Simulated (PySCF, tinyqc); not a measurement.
CCSD on RHF in the sto-3g basis, frozen core, for CH2, spin multiplicity 1, step by step. The lowest restricted solution is unstable here: a spin-polarised one lies 0.0460 hartree lower (PySCF). Computed by tinyqc, a small Python program that keeps every step (integrals from PySCF). Settings: charge = 0, multiplicity = 1, basis = sto-3g, method = RHF, frozen orbitals = 1, energy threshold = 1e-10, iteration cap = 79, orthogonalisation = symmetric, start = Wolfsberg-Helmholz matrix, DIIS depth = 6, amplitude equations = CCSD, DIIS depth for amplitudes = 6, cap on updates = 72. Command: `OMP_NUM_THREADS=1 python tinyqc.py 21378 21379 out.jsonl` (the two numbers bound the seeds that draw the settings). One thread of a shared host (Intel(R) Xeon(R) Processor @ 2.60GHz), about 0.3 s of CPU time with the checks. The early iterations of the SCF are left out here.

## One-electron integrals

Geometry (angstrom):
```
atom,x,y,z
C,0.00000,0.00000,0.00000
H,0.00000,0.94900,0.48000
H,0.00000,-0.94900,0.48000
```

Basis sto-3g: exponents (1/bohr^2) and contraction coefficients of normalised primitives:
```
element,l (shell),exponent,coefficient
C,s (1),71.61684,0.15433
C,s (1),13.04510,0.53533
C,s (1),3.53051,0.44463
C,s (2),2.94125,-0.09997
C,s (2),0.68348,0.39951
C,s (2),0.22229,0.70012
C,p (3),2.94125,0.15592
C,p (3),0.68348,0.60768
C,p (3),0.22229,0.39196
H,s (1),3.42525,0.15433
H,s (1),0.62391,0.53533
H,s (1),0.16886,0.44463
```

Overlap, kinetic and nuclear-attraction integrals over the contracted functions; the nuclear repulsion is the sum of Za Zb / Rab.

nuclear repulsion = 6.2498602 hartree

overlap S:
```
,1C 1s,1C 2s,1C 2px,1C 2py,1C 2pz,2H 1s,3H 1s
1C 1s,1.00000,0.24836,0.00000,0.00000,0.00000,0.06625,0.06625
1C 2s,0.24836,1.00000,0.00000,0.00000,0.00000,0.50611,0.50611
1C 2px,0.00000,0.00000,1.00000,0.00000,0.00000,0.00000,0.00000
1C 2py,0.00000,0.00000,0.00000,1.00000,0.00000,0.42495,-0.42495
1C 2pz,0.00000,0.00000,0.00000,0.00000,1.00000,0.21494,0.21494
2H 1s,0.06625,0.50611,0.00000,0.42495,0.21494,1.00000,0.14062
3H 1s,0.06625,0.50611,0.00000,-0.42495,0.21494,0.14062,1.00000
```

kinetic energy T (hartree):
```
,1C 1s,1C 2s,1C 2px,1C 2py,1C 2pz,2H 1s,3H 1s
1C 1s,15.89112,-0.08589,0.00000,0.00000,0.00000,-0.00944,-0.00944
1C 2s,-0.08589,0.47225,0.00000,0.00000,0.00000,0.11573,0.11573
1C 2px,0.00000,0.00000,1.47773,0.00000,0.00000,0.00000,0.00000
1C 2py,0.00000,0.00000,0.00000,1.47773,0.00000,0.24784,-0.24784
1C 2pz,0.00000,0.00000,0.00000,0.00000,1.47773,0.12536,0.12536
2H 1s,-0.00944,0.11573,0.00000,0.24784,0.12536,0.76003,-0.00853
3H 1s,-0.00944,0.11573,0.00000,-0.24784,0.12536,-0.00853,0.76003
```

nuclear attraction V (hartree):
```
,1C 1s,1C 2s,1C 2px,1C 2py,1C 2pz,2H 1s,3H 1s
1C 1s,-34.64792,-4.43939,0.00000,0.00000,-0.01606,-1.20896,-1.20896
1C 2s,-4.43939,-6.15343,0.00000,0.00000,-0.16174,-2.68502,-2.68502
1C 2px,0.00000,0.00000,-6.02302,0.00000,0.00000,0.00000,0.00000
1C 2py,0.00000,0.00000,0.00000,-6.23517,0.00000,-2.09494,2.09494
1C 2pz,-0.01606,-0.16174,0.00000,0.00000,-6.07729,-1.09792,-1.09792
2H 1s,-1.20896,-2.68502,0.00000,-2.09494,-1.09792,-4.41929,-0.69992
3H 1s,-1.20896,-2.68502,0.00000,2.09494,-1.09792,-0.69992,-4.41929
```

core Hamiltonian H = T + V (hartree):
```
,1C 1s,1C 2s,1C 2px,1C 2py,1C 2pz,2H 1s,3H 1s
1C 1s,-18.75679,-4.52528,0.00000,0.00000,-0.01606,-1.21840,-1.21840
1C 2s,-4.52528,-5.68118,0.00000,0.00000,-0.16174,-2.56930,-2.56930
1C 2px,0.00000,0.00000,-4.54529,0.00000,0.00000,0.00000,0.00000
1C 2py,0.00000,0.00000,0.00000,-4.75744,0.00000,-1.84710,1.84710
1C 2pz,-0.01606,-0.16174,0.00000,0.00000,-4.59957,-0.97257,-0.97257
2H 1s,-1.21840,-2.56930,0.00000,-1.84710,-0.97257,-3.65926,-0.70845
3H 1s,-1.21840,-2.56930,0.00000,1.84710,-0.97257,-0.70845,-3.65926
```

## Two-electron integrals

Functions are numbered as in S; the eight-fold symmetry (ij|kl) = (ji|kl) = (kl|ij) leaves the list below.

Two-electron integrals (ij|kl) in chemists' order, unique and non-zero (hartree):
```
i,j,k,l,(ij|kl)
1,1,1,1,3.54195
2,1,1,1,0.57692
2,1,2,1,0.11189
2,2,1,1,0.85468
2,2,2,1,0.20528
2,2,2,2,0.62471
3,1,3,1,0.02030
3,2,3,1,0.03086
3,2,3,2,0.13800
3,3,1,1,0.85244
3,3,2,1,0.20534
3,3,2,2,0.62457
3,3,3,3,0.67283
4,1,4,1,0.02030
4,2,4,1,0.03086
4,2,4,2,0.13800
4,3,4,3,0.03627
4,4,1,1,0.85244
4,4,2,1,0.20534
4,4,2,2,0.62457
4,4,3,3,0.60030
4,4,4,4,0.67283
5,1,5,1,0.02030
5,2,5,1,0.03086
5,2,5,2,0.13800
5,3,5,3,0.03627
5,4,5,4,0.03627
5,5,1,1,0.85244
5,5,2,1,0.20534
5,5,2,2,0.62457
5,5,3,3,0.60030
5,5,4,4,0.60030
5,5,5,5,0.67283
6,1,1,1,0.15535
6,1,2,1,0.02992
6,1,2,2,0.05470
6,1,3,3,0.05451
6,1,4,1,0.00165
6,1,4,2,0.00304
6,1,4,4,0.05497
6,1,5,1,0.00083
6,1,5,2,0.00154
6,1,5,4,0.00023
6,1,5,5,0.05463
6,1,6,1,0.00818
6,2,1,1,0.34648
6,2,2,1,0.08420
6,2,2,2,0.27889
6,2,3,3,0.27246
6,2,4,1,0.00715
6,2,4,2,0.04767
6,2,4,4,0.28761
6,2,5,1,0.00361
6,2,5,2,0.02411
6,2,5,4,0.00766
6,2,5,5,0.27634
6,2,6,1,0.02344
6,2,6,2,0.15867
6,3,3,1,0.00888
6,3,3,2,0.04581
6,3,4,3,0.00952
6,3,5,3,0.00482
6,3,6,3,0.02038
6,4,1,1,0.25452
6,4,2,1,0.06270
6,4,2,2,0.22021
6,4,3,3,0.20904
6,4,4,1,0.01355
6,4,4,2,0.08101
6,4,4,4,0.23941
6,4,5,1,0.00236
6,4,5,2,0.01780
6,4,5,4,0.01055
6,4,5,5,0.21194
6,4,6,1,0.01834
6,4,6,2,0.14902
6,4,6,4,0.15783
6,5,1,1,0.12874
6,5,2,1,0.03171
6,5,2,2,0.11138
6,5,3,3,0.10573
6,5,4,1,0.00236
6,5,4,2,0.01780
6,5,4,4,0.11146
6,5,5,1,0.01008
6,5,5,2,0.05482
6,5,5,4,0.01242
6,5,5,5,0.11683
6,5,6,1,0.00928
6,5,6,2,0.07538
6,5,6,4,0.06952
6,5,6,5,0.05554
6,6,1,1,0.48484
6,6,2,1,0.11986
6,6,2,2,0.44865
6,6,3,3,0.42470
6,6,4,1,0.01347
6,6,4,2,0.11794
6,6,4,4,0.48153
6,6,5,1,0.00681
6,6,5,2,0.05965
6,6,5,4,0.02875
6,6,5,5,0.43924
6,6,6,1,0.03395
6,6,6,2,0.31452
6,6,6,4,0.32733
6,6,6,5,0.16556
6,6,6,6,0.77461
7,1,1,1,0.15535
7,1,2,1,0.02992
7,1,2,2,0.05470
7,1,3,3,0.05451
7,1,4,1,-0.00165
7,1,4,2,-0.00304
7,1,4,4,0.05497
7,1,5,1,0.00083
7,1,5,2,0.00154
7,1,5,4,-0.00023
7,1,5,5,0.05463
7,1,6,1,0.00790
7,1,6,2,0.02190
7,1,6,4,0.01549
7,1,6,5,0.00867
7,1,6,6,0.03091
7,1,7,1,0.00818
7,2,1,1,0.34648
7,2,2,1,0.08420
7,2,2,2,0.27889
7,2,3,3,0.27246
7,2,4,1,-0.00715
7,2,4,2,-0.04767
7,2,4,4,0.28761
7,2,5,1,0.00361
7,2,5,2,0.02411
7,2,5,4,-0.00766
7,2,5,5,0.27634
7,2,6,1,0.02190
7,2,6,2,0.11419
7,2,6,4,0.07677
7,2,6,5,0.05269
7,2,6,6,0.17761
7,2,7,1,0.02344
7,2,7,2,0.15867
7,3,3,1,0.00888
7,3,3,2,0.04581
7,3,4,3,-0.00952
7,3,5,3,0.00482
7,3,6,3,0.01371
7,3,7,3,0.02038
7,4,1,1,-0.25452
7,4,2,1,-0.06270
7,4,2,2,-0.22021
7,4,3,3,-0.20904
7,4,4,1,0.01355
7,4,4,2,0.08101
7,4,4,4,-0.23941
7,4,5,1,-0.00236
7,4,5,2,-0.01780
7,4,5,4,0.01055
7,4,5,5,-0.21194
7,4,6,1,-0.01549
7,4,6,2,-0.07677
7,4,6,4,-0.03916
7,4,6,5,-0.03468
7,4,6,6,-0.10947
7,4,7,1,-0.01834
7,4,7,2,-0.14902
7,4,7,4,0.15783
7,5,1,1,0.12874
7,5,2,1,0.03171
7,5,2,2,0.11138
7,5,3,3,0.10573
7,5,4,1,-0.00236
7,5,4,2,-0.01780
7,5,4,4,0.11146
7,5,5,1,0.01008
7,5,5,2,0.05482
7,5,5,4,-0.01242
7,5,5,5,0.11683
7,5,6,1,0.00867
7,5,6,2,0.05269
7,5,6,4,0.03468
7,5,6,5,0.03752
7,5,6,6,0.08719
7,5,7,1,0.00928
7,5,7,2,0.07538
7,5,7,4,-0.06952
7,5,7,5,0.05554
7,6,1,1,0.08933
7,6,2,1,0.02173
7,6,2,2,0.07359
7,6,3,3,0.07187
7,6,4,4,0.07434
7,6,5,1,0.00159
7,6,5,2,0.01099
7,6,5,5,0.07448
7,6,6,1,0.00588
7,6,6,2,0.03698
7,6,6,4,0.03013
7,6,6,5,0.01933
7,6,6,6,0.06765
7,6,7,1,0.00588
7,6,7,2,0.03698
7,6,7,4,-0.03013
7,6,7,5,0.01933
7,6,7,6,0.01037
7,7,1,1,0.48484
7,7,2,1,0.11986
7,7,2,2,0.44865
7,7,3,3,0.42470
7,7,4,1,-0.01347
7,7,4,2,-0.11794
7,7,4,4,0.48153
7,7,5,1,0.00681
7,7,5,2,0.05965
7,7,5,4,-0.02875
7,7,5,5,0.43924
7,7,6,1,0.03091
7,7,6,2,0.17761
7,7,6,4,0.10947
7,7,6,5,0.08719
7,7,6,6,0.27744
7,7,7,1,0.03395
7,7,7,2,0.31452
7,7,7,4,-0.32733
7,7,7,5,0.16556
7,7,7,6,0.06765
7,7,7,7,0.77461
```

## Orthogonalisation

S = U s U^T; symmetric (Loewdin) form X = U s^(-1/2) U^T, so that X^T S X = 1.

eigenvalues of S: 0.27318  0.32463  0.88506  1.00000  1.07521  1.53476  1.90717

X:
```
,1C 1s,1C 2s,1C 2px,1C 2py,1C 2pz,2H 1s,3H 1s
1C 1s,1.02714,-0.15624,0.00000,0.00000,-0.01119,0.02630,0.02630
1C 2s,-0.15624,1.33324,0.00000,0.00000,0.12853,-0.37285,-0.37285
1C 2px,0.00000,0.00000,1.00000,0.00000,0.00000,0.00000,0.00000
1C 2py,0.00000,0.00000,0.00000,1.22609,0.00000,-0.33287,0.33287
1C 2pz,-0.01119,0.12853,0.00000,0.00000,1.05347,-0.15560,-0.15560
2H 1s,0.02630,-0.37285,0.00000,-0.33287,-0.15560,1.29355,-0.04268
3H 1s,0.02630,-0.37285,0.00000,0.33287,-0.15560,-0.04268,1.29355
```

## Iteration 7 (converged): orbitals

converged F (hartree):
```
,1C 1s,1C 2s,1C 2px,1C 2py,1C 2pz,2H 1s,3H 1s
1C 1s,-10.97320,-2.95352,0.00000,0.00000,-0.02550,-0.80233,-0.80233
1C 2s,-2.95352,-1.45175,0.00000,0.00000,-0.09017,-0.74366,-0.74366
1C 2px,0.00000,0.00000,0.23752,0.00000,0.00000,0.00000,0.00000
1C 2py,0.00000,0.00000,0.00000,-0.28486,0.00000,-0.39550,0.39550
1C 2pz,-0.02550,-0.09017,0.00000,0.00000,-0.24930,-0.23987,-0.23987
2H 1s,-0.80233,-0.74366,0.00000,-0.39550,-0.23987,-0.51676,-0.22657
3H 1s,-0.80233,-0.74366,0.00000,0.39550,-0.23987,-0.22657,-0.51676
```

Diagonalise F' = X^T F X, C = X C', fill 4 alpha and 4 beta electrons from the bottom; D = 2 C_occ C_occ^T. Each column has its largest component positive (the first on a tie).

F' = X^T F X (hartree):
```
,1,2,3,4,5,6,7
1,-10.73933,-1.55995,0.00000,0.00000,-0.04182,-0.12780,-0.12780
2,-1.55995,-0.52087,0.00000,0.00000,0.12366,-0.47569,-0.47569
3,0.00000,0.00000,0.23752,0.00000,0.00000,0.00000,0.00000
4,0.00000,0.00000,0.00000,0.15314,0.00000,-0.49029,0.49029
5,-0.04182,0.12366,0.00000,0.00000,-0.14217,-0.24325,-0.24325
6,-0.12780,-0.47569,0.00000,-0.49029,-0.24325,0.04615,-0.07626
7,-0.12780,-0.47569,0.00000,0.49029,-0.24325,-0.07626,0.04615
```

orbital energies (hartree): MO1 -10.97934, MO2 -0.83052, MO3 -0.55576, MO4 -0.27323, MO5 0.23752, MO6 0.65061, MO7 0.83131

coefficients C:
```
,MO1,MO2,MO3,MO4,MO5,MO6,MO7
1C 1s,0.99295,-0.21906,0.00000,0.11467,0.00000,-0.18397,0.00000
1C 2s,0.03117,0.65466,0.00000,-0.53048,0.00000,1.17708,0.00000
1C 2px,0.00000,0.00000,0.00000,0.00000,1.00000,0.00000,0.00000
1C 2py,0.00000,0.00000,0.52078,0.00000,0.00000,0.00000,1.20569
1C 2pz,0.00555,0.15120,0.00000,0.84761,0.00000,0.65843,0.00000
2H 1s,-0.00742,0.28064,0.44272,0.17994,0.00000,-0.91382,-0.89865
3H 1s,-0.00742,0.28064,-0.44272,0.17994,0.00000,-0.91382,0.89865
```

D after iteration 7:
```
,1C 1s,1C 2s,1C 2px,1C 2py,1C 2pz,2H 1s,3H 1s
1C 1s,2.09418,-0.34657,0.00000,0.00000,0.13917,-0.09643,-0.09643
1C 2s,-0.34657,1.42193,0.00000,0.00000,-0.70096,0.17608,0.17608
1C 2px,0.00000,0.00000,0.00000,0.00000,0.00000,0.00000,0.00000
1C 2py,0.00000,0.00000,0.00000,0.54242,0.00000,0.46112,-0.46112
1C 2pz,0.13917,-0.70096,0.00000,0.00000,1.48267,0.38983,0.38983
2H 1s,-0.09643,0.17608,0.00000,0.46112,0.38983,0.61440,-0.16962
3H 1s,-0.09643,0.17608,0.00000,-0.46112,0.38983,-0.16962,0.61440
```

## Convergence

Stop when the energy changes by less than 1e-10 hartree and every element of the error matrix X^T (F D S - S D F) X is below 3e-06.

Course of the cycle:
```
iteration,E (hartree),change,largest element of the error matrix
1,-38.2471878,-,2.59e-01
2,-38.3402552,-9.31e-02,5.64e-02
3,-38.3476754,-7.42e-03,1.90e-02
4,-38.3483668,-6.91e-04,2.01e-03
5,-38.3483781,-1.13e-05,3.02e-05
6,-38.3483781,-1.55e-09,2.72e-06
7,-38.3483781,-7.11e-12,1.82e-09
```

PySCF RHF in the same basis = -38.3483781 hartree

Converged in 7 iterations.

## Integrals over molecular orbitals

(pq|rs) = sum C_ip C_jq C_kr C_ls (ij|kl), one index at a time.

one-electron integrals over orbitals h = C^T H C (hartree):
```
,1,2,3,4,5,6,7
1,-18.74139,0.35990,0.00000,-0.17360,0.00000,0.28218,0.00000
2,0.35990,-4.61476,0.00000,0.13558,0.00000,-0.81131,0.00000
3,0.00000,0.00000,-4.15048,0.00000,0.00000,0.00000,-0.88226
4,-0.17360,0.13558,0.00000,-4.45275,0.00000,-0.31066,0.00000
5,0.00000,0.00000,0.00000,0.00000,-4.54529,0.00000,0.00000
6,0.28218,-0.81131,0.00000,-0.31066,0.00000,-3.50590,0.00000
7,0.00000,0.00000,-0.88226,0.00000,0.00000,0.00000,-3.67655
```

Two-electron integrals over orbitals (pq|rs), unique and non-zero (hartree); the lowest 1 orbital is frozen and left out:
```
p,q,r,s,(pq|rs)
2,2,2,2,0.54970
3,2,3,2,0.15136
3,3,2,2,0.52318
3,3,3,3,0.53737
4,2,2,2,0.03071
4,2,3,3,0.01897
4,2,4,2,0.07363
4,3,3,2,0.01610
4,3,4,3,0.02858
4,4,2,2,0.50731
4,4,3,3,0.47849
4,4,4,2,-0.07768
4,4,4,4,0.68663
5,2,5,2,0.08977
5,3,5,3,0.02123
5,4,5,2,-0.03486
5,4,5,4,0.04979
5,5,2,2,0.54641
5,5,3,3,0.49390
5,5,4,2,-0.03362
5,5,4,4,0.59039
5,5,5,5,0.67283
6,2,2,2,0.07552
6,2,3,3,0.02195
6,2,4,2,0.00422
6,2,4,4,0.08509
6,2,5,5,0.12310
6,2,6,2,0.09770
6,3,3,2,-0.07580
6,3,4,3,-0.02153
6,3,6,3,0.08706
6,4,2,2,0.03363
6,4,3,3,0.00769
6,4,4,2,0.01110
6,4,4,4,0.03766
6,4,5,5,0.03730
6,4,6,2,0.04549
6,4,6,4,0.02883
6,5,5,2,0.06015
6,5,5,4,-0.01533
6,5,6,5,0.04844
6,6,2,2,0.53716
6,6,3,3,0.52036
6,6,4,2,0.05747
6,6,4,4,0.45848
6,6,5,5,0.50475
6,6,6,2,0.04959
6,6,6,4,0.02675
6,6,6,6,0.57107
7,2,3,2,-0.00408
7,2,4,3,-0.02741
7,2,6,3,0.04741
7,2,7,2,0.05231
7,3,2,2,0.05511
7,3,3,3,0.03251
7,3,4,2,-0.04897
7,3,4,4,0.12821
7,3,5,5,0.12368
7,3,6,2,0.07528
7,3,6,4,0.02897
7,3,6,6,0.00495
7,3,7,3,0.11417
7,4,3,2,-0.06524
7,4,4,3,0.01484
7,4,6,3,0.03419
7,4,7,2,-0.00904
7,4,7,4,0.05606
7,5,5,3,0.01872
7,5,7,5,0.02224
7,6,3,2,0.11959
7,6,4,3,0.02591
7,6,6,3,-0.08300
7,6,7,2,-0.02754
7,6,7,4,-0.04824
7,6,7,6,0.11969
7,7,2,2,0.52762
7,7,3,3,0.53609
7,7,4,2,-0.01015
7,7,4,4,0.53910
7,7,5,5,0.53654
7,7,6,2,0.04036
7,7,6,4,0.01077
7,7,6,6,0.52476
7,7,7,3,0.06801
7,7,7,7,0.57784
```

## CCSD: starting amplitudes

t_ij^ab = <ij||ab> / (e_i + e_j - e_a - e_b), whose energy is MP2.

Starting amplitudes (spin orbitals 1a, 1b, ...; amplitudes related by a flip of all spins are not repeated):
```
from,to,t
4a 4b,5a 5b,-0.04874
2a 2b,5a 5b,-0.04202
3a 3b,7a 7b,-0.04115
3a 3b,6a 6b,-0.03608
2a 2b,6a 6b,-0.03298
2a 3b,6a 7b,-0.02625
4a 4b,7a 7b,-0.02538
2a 4b,5a 5b,0.02208
2a 4b,6a 6b,-0.01892
2a 3b,6b 7a,0.01653
2a 2b,7a 7b,-0.01574
4a 4b,6a 6b,-0.01560
3a 4b,6a 7b,-0.01480
3a 3b,5a 5b,-0.01338
3a 4b,6b 7a,0.01254
2a 3a,6a 7a,-0.00972
2a 4b,7a 7b,0.00327
3a 4a,6a 7a,-0.00226
```

correlation energy = -0.0313834 hartree

## CCSD: amplitude update 1

t_i^a D_i^a and t_ij^ab D_ij^ab are set to the remaining terms of the spin-orbital equations, evaluated with the old amplitudes; for the doubles these are <ij||ab> + 1/2 <ab||ef> t_ij^ef + 1/2 <mn||ij> t_mn^ab + P(ij)P(ab) <mb||ej> t_im^ae + terms in t^2 + terms with t1, D the orbital-energy denominators.

Amplitudes after update 1 (spin orbitals 1a, 1b, ...; amplitudes related by a flip of all spins are not repeated):
```
from,to,t
4a 4b,5a 5b,-0.08482
2a 2b,5a 5b,-0.05492
3a 3b,7a 7b,-0.05215
3a 3b,6a 6b,-0.04705
2a 2b,6a 6b,-0.04067
2a 4b,5a 5b,0.03522
2a 3b,6a 7b,-0.03483
4a 4b,7a 7b,-0.03172
2a 4b,6a 6b,-0.02729
2a 3b,6b 7a,0.02452
3a 4b,6a 7b,-0.02091
2a 2b,7a 7b,-0.01894
4a 4b,6a 6b,-0.01870
3a 4b,6b 7a,0.01692
3a 3b,5a 5b,-0.01338
2a 3a,6a 7a,-0.01030
4a,6a,-0.00499
3a 4a,6a 7a,-0.00399
2a 4b,7a 7b,0.00353
2a,6a,0.00227
3a,7a,-0.00096
```

correlation energy = -0.0423667 hartree

## CCSD: amplitude update 2

As before.

Amplitudes after update 2 (spin orbitals 1a, 1b, ...; amplitudes related by a flip of all spins are not repeated):
```
from,to,t
4a 4b,5a 5b,-0.11377
2a 2b,5a 5b,-0.05889
3a 3b,7a 7b,-0.05556
3a 3b,6a 6b,-0.05080
2a 2b,6a 6b,-0.04285
2a 4b,5a 5b,0.04234
2a 3b,6a 7b,-0.03719
4a 4b,7a 7b,-0.03331
2a 4b,6a 6b,-0.03073
2a 3b,6b 7a,0.02739
3a 4b,6a 7b,-0.02373
2a 2b,7a 7b,-0.01972
4a 4b,6a 6b,-0.01949
3a 4b,6b 7a,0.01884
3a 3b,5a 5b,-0.01138
2a 3a,6a 7a,-0.00980
4a,6a,-0.00956
3a 4a,6a 7a,-0.00488
2a,6a,0.00355
2a 4b,7a 7b,0.00341
3a,7a,-0.00131
```

correlation energy = -0.0469229 hartree

## CCSD: convergence

E_corr = 1/4 sum <ij||ab> t_ij^ab + 1/2 sum <ij||ab> t_i^a t_j^b; stop when the norm of the change is below 1e-8.

Course of the amplitude iterations:
```
update,correlation energy (hartree),norm of the change
0,-0.0313834,-
1,-0.0423667,1.04e-01
2,-0.0469229,6.58e-02
3,-0.0529749,5.01e-02
4,-0.0544646,2.91e-02
5,-0.0554838,1.21e-02
6,-0.0553906,1.37e-03
7,-0.0554363,3.87e-04
8,-0.0554288,8.04e-05
9,-0.0554303,1.45e-05
10,-0.0554302,2.50e-06
11,-0.0554302,4.80e-07
12,-0.0554302,1.32e-07
13,-0.0554302,4.21e-08
14,-0.0554302,1.48e-08
15,-0.0554302,2.21e-09
```

Converged amplitudes (spin orbitals 1a, 1b, ...; amplitudes related by a flip of all spins are not repeated):
```
from,to,t
4a 4b,5a 5b,-0.28172
3a 3b,7a 7b,-0.05747
3a 3b,6a 6b,-0.05254
2a 2b,5a 5b,-0.05196
2a 2b,6a 6b,-0.04429
2a 4b,5a 5b,0.04024
2a 3b,6a 7b,-0.03781
2a 4b,6a 6b,-0.03282
4a 4b,7a 7b,-0.03254
2a 3b,6b 7a,0.02881
3a 4b,6a 7b,-0.02656
3a 4b,6b 7a,0.02129
4a,6a,-0.02016
2a 2b,7a 7b,-0.01992
4a 4b,6a 6b,-0.01517
2a 3a,6a 7a,-0.00900
3a 4a,6a 7a,-0.00527
3a 3b,5a 5b,-0.00482
2a,6a,0.00449
2a 4b,7a 7b,0.00297
3a,7a,-0.00128
```

CCSD total energy = -38.4038083 hartree

T1 diagnostic, norm of the one-spin t1 over sqrt(correlated electrons) = 0.00845

Converged in 15 updates, with DIIS from the third.
